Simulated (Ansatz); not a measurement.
# BH5S (B(H2S)H3): CCSD/STO-3G

Aim: the energy change on altering one bond length of BH5S (B(H2S)H3) at CCSD/STO-3G, from 2 runs. 

The calculation is run with Ansatz 0.2.0.

43 further runs of the same task are left out: 43 set aside as unsound or not needed.

## 1. The molecule

BH5S has 7 atoms, charge 0, and is taken as a singlet. SMILES: `[H]B([H])([H])<-S`. Geometry: relaxed at GFN2-xTB.

Bond lengths: B1–S2 2.040 Å, S2–H3 1.336 Å, S2–H4 1.337 Å, B1–H5 1.181 Å, B1–H6 1.184 Å, B1–H7 1.181 Å. Angles: B1–S2–H3 98.0°, B1–S2–H4 98.0°, S2–B1–H5 102.5°, S2–B1–H6 103.4°, S2–B1–H7 102.5°, H3–S2–H4 92.0°, H5–B1–H6 115.4°, H5–B1–H7 114.9°, H6–B1–H7 115.4°.

## 2. The energy at CCSD/STO-3G

The input, run.yaml:

```yaml
basis:
  gaussian:
    orbitals: STO-3G
crystal:
  periodic: [false, false, false]
  atoms:
    - {symbol: B, position_ang: [0.127630, -0.217240, -0.817090]}
    - {symbol: S, position_ang: [0.134050, -0.231310, 1.222430]}
    - {symbol: H, position_ang: [0.506250, 1.037510, 1.415020]}
    - {symbol: H, position_ang: [-1.154430, 0.067690, 1.414850]}
    - {symbol: H, position_ang: [1.280190, -0.216980, -1.075620]}
    - {symbol: H, position_ang: [-0.453000, 0.779570, -1.081760]}
    - {symbol: H, position_ang: [-0.440700, -1.219250, -1.077830]}
correlation:
  method: ccsd
  frozen_orbitals: {B: 1, H: 0, S: 5}
accuracy: high
scf:
  omitted_lower_state_checks: [cluster_reference, increment]
```

Started as:

```console
$ ansatz run run.yaml --threads 1 --pin off --max-ram 2610MiB --events-out events.jsonl --progress --plain --runs-dir runs
```

Output (excerpt; [...] marks lines left out):

```text
Warning: RAYON_NUM_THREADS=1 ignored (pool sized by the plan → 1); use --threads N
Functional definition: HF
  name "HF"
[...]
329 factors; integrals over basis functions are off by at most 8.7e-9 eV
[...]
mean field -11440.34286568 eV, -420.4248457708 hartree, gradient 6.2e-9 eV, S^2 0.000000; 0 other end points of the search recorded, 0 dependent functions left out
6 core orbitals not correlated: weight in the atoms' cores, before any rotation towards them, 1.000 or more for the frozen orbitals, at most 0.000 for the correlated occupied ones
reference -11440.34286568 eV, -420.4248457708 hartree; 7, 7 occupied and 6, 6 virtual orbitals, 329 factors
second order -2.00781740 eV of doubles, -0.00000000 eV of singles
cycle   1  -2.56609217 eV  change   -5.6e-1 eV  update   5.8e-2
[...]
cycle  18  -2.86200530 eV  change   -1.7e-9 eV  update  6.0e-10
Total energy: -11443.20487098 eV, -420.5300225257 hartree
Checks for a lower state left out: cluster_reference, increment
```

Wall time 0.12 s (1 thread of Arm Neoverse V2, shared host).

## 3. The distorted shape

The input, job.yaml:

```yaml
crystal:
  periodic: [false, false, false]
  atoms:
    - {symbol: B, position_ang: [0.126025, -0.213722, -1.326997]}
    - {symbol: S, position_ang: [0.134050, -0.231310, 1.222430]}
    - {symbol: H, position_ang: [0.506250, 1.037510, 1.415020]}
    - {symbol: H, position_ang: [-1.154430, 0.067690, 1.414850]}
    - {symbol: H, position_ang: [1.278585, -0.213462, -1.585527]}
    - {symbol: H, position_ang: [-0.454605, 0.783088, -1.591667]}
    - {symbol: H, position_ang: [-0.442305, -1.215732, -1.587737]}
basis:
  gaussian: {orbitals: STO-3G}
magnetization: {spin_polarized: false}
correlation: {method: ccsd, frozen_orbitals: {B: 1, H: 0, S: 5}}
accuracy: high
scf: {omitted_lower_state_checks: [cluster_reference, increment]}
```

Started as:

```console
$ ansatz run job.yaml --threads 1 --pin off --max-ram 2610MiB --events-out events.jsonl --progress --plain --runs-dir runs
```

Output (excerpt; [...] marks lines left out):

```text
Warning: RAYON_NUM_THREADS=1 ignored (pool sized by the plan → 1); use --threads N
[... 2 set-up lines as earlier in the session ...]
[...]
320 factors; integrals over basis functions are off by at most 1.2e-8 eV
[...]
mean field -11439.61315734 eV, -420.3980294839 hartree, gradient 1.8e-8 eV, S^2 0.000000; 0 other end points of the search recorded, 0 dependent functions left out
6 core orbitals not correlated: weight in the atoms' cores, before any rotation towards them, 1.000 or more for the frozen orbitals, at most 0.000 for the correlated occupied ones
reference -11439.61315734 eV, -420.3980294839 hartree; 7, 7 occupied and 6, 6 virtual orbitals, 320 factors
second order -1.90358106 eV of doubles, -0.00000000 eV of singles
cycle   1  -2.44286776 eV  change   -5.4e-1 eV  update   6.0e-2
[...]
cycle  18  -2.73611343 eV  change   -1.1e-9 eV  update  6.9e-10
Total energy: -11442.34927077 eV, -420.4985797978 hartree
Checks for a lower state left out: cluster_reference, increment
```

Run time: 0.12 s. Hardware: 1 thread of Arm Neoverse V2, shared host.

## 4. Outcome

Level: CCSD/STO-3G, 6 core orbitals frozen.

```
                                                         quantity          value
                                        first shape: total energy  -420.53002 Eh
         first shape: correlation energy (6 core orbitals frozen)     -105.2 mEh
                                       first shape: T1 diagnostic          0.006
                                    distorted shape: total energy  -420.49858 Eh
     distorted shape: correlation energy (6 core orbitals frozen)     -100.6 mEh
                                   distorted shape: T1 diagnostic          0.008
energy change with the B1–S2 bond stretched from 2.040 to 2.550 Å       0.856 eV
```

In words: With the B1–S2 bond stretched from 2.040 to 2.550 Å the energy rises by 0.86 eV (82.6 kJ/mol). The first shape isn't relaxed at this level, so the change isn't measured from a minimum. The minimal basis adds a large error of its own.
